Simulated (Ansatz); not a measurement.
in.yaml

```yaml
crystal:
  periodic: [false, false, false]
  atoms:
    - {symbol: Si, position_ang: [0.000000, 0.000000, 0.174230]}
    - {symbol: B, position_ang: [0.000000, 0.000000, -1.864326]}
    - {symbol: H, position_ang: [0.000000, 0.000000, 1.690095]}
basis:
  gaussian: {orbitals: cc-pVDZ, point_charges: [{charge: 1.00, position_ang: [4.501, 0.698, 0.220]}]}
correlation: {method: fic_nevpt4_sd, electrons: outside_noble_gas, active_space: {window: {electrons: 2, orbitals: 5}, states: [{multiplicity: 1, weights: [0.5, 1]}, {multiplicity: 3, weights: [1]}], root: 0}}
scf: {lower_state_search: off}
```

```sh
$ ansatz run in.yaml --threads 1 --pin off --events-out ev --progress --plain --max-ram 2393MiB
```

The program prints:

```
these checks for a lower state are left out or cut short: stability, starts, cluster_reference, orbital_swaps, neighbouring_geometries, increment
664 factors; integrals over basis functions are off by at most 2.3e-7 eV
mean field evaluation 1: about -8542.5500 eV, gradient 7.5e0 eV
mean field evaluation 2: about -8542.5508 eV, gradient 7.5e0 eV
mean field evaluation 4: about -8543.0081 eV, gradient 1.4e0 eV
mean field evaluation 8: about -8543.0400 eV, gradient 9.5e-2 eV
mean field -8543.04018513 eV, -313.9509361228 hartree, gradient 3.1e-6 eV, S^2 0.000000; 0 other end points of the search recorded, 0 dependent functions left out
reference -8543.04018513 eV, -313.9509361228 hartree; 10, 10 occupied and 27, 27 virtual orbitals, 664 factors
state -8543.61137254 eV, -313.9719268730 hartree
state -8543.57778859 eV, -313.9706926857 hartree
state -8543.61137254 eV, -313.9719268730 hartree; corrected -8548.27143457 eV, -314.1431809939 hartree
state -8543.57778859 eV, -313.9706926857 hartree; corrected -8548.23578710 eV, -314.1418709735 hartree
state -8544.21025595 eV, -313.9939354323 hartree
state -8544.21025595 eV, -313.9939354323 hartree; corrected -8548.87606199 eV, -314.1654006419 hartree
Total energy: -8548.27143457 eV, -314.1431809939 hartree
Checks for a lower state left out: stability, starts, cluster_reference, orbital_swaps, neighbouring_geometries, increment
```

Natural occupations, averaged over the states: 1.1111 0.8384 0.0292 0.0192 0.0021.

Ran on 1 thread of Arm Neoverse V1, shared host: 1.4 s wall, 0.15 GiB peak host memory.
